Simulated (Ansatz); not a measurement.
# How far each method lies from UCCSDT(Q) for HGe–CH2⁺, triplet

Geometry: that of the HGe–CH2, doublet, kept fixed.

| atom | x (Å) | y (Å) | z (Å) |
| --- | --- | --- | --- |
| Ge | -0.0108 | 0.0322 | 0.3104 |
| C | 0.0505 | -0.0625 | -1.5712 |
| H | 0.3508 | -1.4726 | 0.6524 |
| H | -0.4009 | -0.9037 | -2.0971 |
| H | 0.2255 | 0.8044 | -2.2040 |

Basis cc-pVTZ; Ansatz 0.2.0. Correlated methods freeze the noble-gas cores and the filled d shells of p-block atoms, which leaves 10 electrons in 100 orbitals. R marks a restricted (for open shells ROHF) determinant, U an unrestricted one. Active spaces: valence = (10e, 11o) chosen from the atoms' valence shells. No spin–orbit coupling is included, and no scalar relativity.

Full CI isn't at hand for all of this; UCCSDT(Q) serves as the reference, and is uncertain by about the last step of the cluster series. The frozen core follows each run's orbitals, which can shift R against U totals by a few meV for light atoms and by up to 0.1 eV past Ca.

The UHF ⟨S²⟩ is 2.020 and the T1 diagnostic (RCCSD) is 0.0237. The largest doubles amplitude (RCCSD) is 0.029. The T1 diagnostic (UCCSD) is 0.0231.

```
   level  E − E(RHF) (eV)
     UHF          -0.1585
    UMP2          -5.8879
   UCCSD          -6.7305
UCCSD(T)          -6.9676
```

(1) Estimate how far UCCSDT(Q) in cc-pVTZ lies from UCCSD(T). The table doesn't fix it; the size of (T) and the diagnostics are the guide.

(1) UCCSDT(Q) in cc-pVTZ lies 42 meV below UCCSD(T), which is 18 % of the (T) step (-237 meV). The diagnostics are small and one determinant leads, so the series closes fast and only a small part of (T) is left.

The other levels:

| level | E − E(UCCSDT(Q)) (meV) | share of correlation (%) | wall time |
| --- | --- | --- | --- |
| UCCSDT | 11 | 99.84 | – |

The correlation energy at UCCSDT(Q), counted from RHF, is -7.009 eV. That run took 18 s on 2 threads of AMD EPYC 7R13 with a shared H100 80 GB, shared host.

Run but not shown, since their state or frozen core can't be matched to the reference's or they repeat it: RHF, RMP2, RCCSD, RCCSD(T), BCCD(T), RCCSDT, RCCSDT(Q), CASSCF (valence space), NEVPT2 (valence space).

Times hold each run's SCF and search for its determinant on a shared host, so for small cases they say little of a method's own cost.

Natural occupations of CASSCF (valence space) about the gap: 1.980 1.977 1.974 1.958 1.005 0.986 0.030 0.026 0.023 0.021; effectively unpaired electrons, Σ n²(2−n)², 2.02.
